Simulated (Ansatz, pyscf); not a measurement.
:HC–CH=O [triplet] -> :C=CH–OH [triplet], a hydrogen shift on the triplet surface: C–H broken, H–O formed. PySCF, gas phase, ωB97X-D3(BJ)/def2-SVP geometries. Wave-function energies: Ansatz (an electronic-structure program), frozen core, RHF or UHF references. In kJ/mol, from the reactant's lowest minimum found.

```json
[
 {"level": "ωB97M-D3(BJ)/def2-TZVP", "barrier": "211.11", "reaction energy": "+134.91"},
 {"level": "ωB97X-D3(BJ)/def2-TZVP", "barrier": "215.08", "reaction energy": "+140.75"},
 {"level": "CCSD(T)/cc-pV(D+d)Z", "barrier": "218.03", "reaction energy": "+156.54"},
 {"level": "CCSDT(Q)/cc-pV(D+d)Z", "barrier": "217.40", "reaction energy": "+158.73"},
 {"level": "CCSD(T)/cc-pV(T+d)Z", "barrier": "216.66", "reaction energy": "+148.37"},
 {"level": "CCSD(T)/cc-pV(Q+d)Z", "barrier": "217.53", "reaction energy": "+147.59"}
]
```

In cc-pV(D+d)Z, going from CCSD(T) to CCSDT(Q) shifts the barrier by -0.62 and the reaction energy by +2.19 kJ/mol. With HF in the quadruple-zeta basis and the correlation energy extrapolated as X⁻³ from X = 3, 4, CCSD(T) gives 217.60 and +147.57; adding the double-zeta shift gives ΔE‡ = 216.97 and ΔE = +149.75 kJ/mol, without core correlation, relativity or geometry relaxation at these levels. :C=CH–OH [triplet] is an excited spin state, 94.81 kJ/mol over the singlet at ωB97X-D3(BJ)/def2-TZVP. :HC–CH=O [triplet] lies 315.80 kJ/mol over its isomer H₂C=C=O (electronic energy, ωB97M-D3(BJ)/def2-TZVP). :C=CH–OH [triplet] lies 450.72 kJ/mol over its isomer H₂C=C=O (electronic energy, ωB97M-D3(BJ)/def2-TZVP). One saddle was located; it need not be the lowest between these sides. A UHF reference is spin-contaminated (<S²> up to 2.18), which harms MP2 most.
